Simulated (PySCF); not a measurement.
Process, species as SMILES: P (PH3) + H+ → [PH4+]
B3LYP-D3(BJ)/def2-TZVP geometries, fixed; electronic energies without zero-point terms; positive where energy is released.

Effect of the SCF energy threshold at r2SCAN/def2-SVP with PySCF, against the last row, where the proton affinity is 192.07 kcal/mol.

```csv
setting,"SCF cycles, largest species",largest shift of a total energy (mEh),shift of the proton affinity (kcal/mol)
conv_tol: 1e-4,4,0.002,0.001
conv_tol: 1e-5,5,0.000,0.000
conv_tol: 1e-6,5,0.000,0.000
conv_tol: 1e-7,5,0.000,0.000
conv_tol: 1e-11,7,0.000,0.000
```

Within 0.02 kcal/mol in the proton affinity: conv_tol: 1e-4; conv_tol: 1e-5; conv_tol: 1e-6; conv_tol: 1e-7. The largest shift is 0.002 mEh in a total energy and 0.001 kcal/mol in the difference.
